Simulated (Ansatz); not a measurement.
Ansatz (a program for electronic structure) input:

Ansatz 0.2 input:
```yaml
crystal:
  periodic: [false, false, false]
  atoms:
    - {symbol: Si, position_ang: [-0.00000000, -0.00000000, -1.13393692]}
    - {symbol: Si, position_ang: [0.00000000, 0.00000000, 1.13393692]}
basis:
  gaussian:
    orbitals: def2-TZVPD
hamiltonian:
  xc: {name: wB97X-V}
total_charge: 1
magnetization: {spin_polarized: true, initial_magnetization: 3}
```

**Question.** What final total energy does it print?

**Answer.** -578.46177 Eh (wB97X-V/def2-TZVPD). The basis has 86 functions.

This state (charge 1, quartet) is run at the relaxed geometry of the species with charge 0 and multiplicity 3.
